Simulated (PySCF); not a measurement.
# C5H10O: calculation and literature

Geometry:
```tsv
atom	x (Å)	y (Å)	z (Å)
C1	-2.371	0.268	-0.190
C2	-1.112	-0.286	0.466
C3	0.150	0.196	-0.243
C4	1.416	-0.354	0.406
C5	2.669	0.106	-0.278
O6	2.724	0.823	-1.235
H7	-2.365	1.355	-0.168
H8	-3.260	-0.081	0.330
H9	-2.432	-0.052	-1.227
H10	-1.081	0.026	1.513
H11	-1.144	-1.378	0.447
H12	0.125	-0.114	-1.290
H13	0.188	1.286	-0.227
H14	1.479	-0.050	1.455
H15	1.414	-1.448	0.396
H16	3.593	-0.288	0.195
```

What is known from experiment: δ ¹H H14/H15 2.42; H12/H13 1.59; H10/H11 1.35; H7/H8/H9 0.93 ppm (measured; solution, not stated per compound (mostly CDCl3 or CCl4); Pretsch, Buehlmann, Badertscher, Structure Determination of Organic Compounds, 4th ed. (2009)).

Theoretical values (PySCF): σ from GIAO-PBE0/pcSseg-1, GFN2-xTB structure. One conformer, no solvent model, equivalent nuclei averaged, no relativistic terms.

Question: What does the calculation give, and how does it compare?

Answer: 
Reference values: measured (solution, not stated per compound (mostly CDCl3 or CCl4); Pretsch, Buehlmann, Badertscher, Structure Determination of Organic Compounds, 4th ed. (2009)).
```tsv
atoms	quantity	reference	computed	computed, scaled
H14/H15	δ ¹H	2.42	2.39	2.35
H12/H13	δ ¹H	1.59	1.49	1.50
H10/H11	δ ¹H	1.35	1.20	1.22
H7/H8/H9	δ ¹H	0.93	1.10	1.13
```

Computed shifts are σ(ref) − σ with the named reference compound (TMS for H and C) calculated as an isolated molecule at the same level. The measured values may be among those fitted. Empirical linear scaling, fitted to shifts measured mostly in CDCl3 for H and C (δ vs TMS): ¹H: δ = 30.01 − 0.943σ (rms 0.17 ppm, 504 shifts, 0.18 ppm with the 4 outliers that the fit left out). Occasional misses reach two or three times the rms, and more in compound classes unlike the fitted ones.

Question: How far are the unscaled ¹H shifts from the references?

Answer: Mean signed difference -0.03 ppm, mean absolute 0.11 ppm over 4 comparisons; the largest is +0.17 ppm at H7/H8/H9 (hydrogen on a methyl carbon).
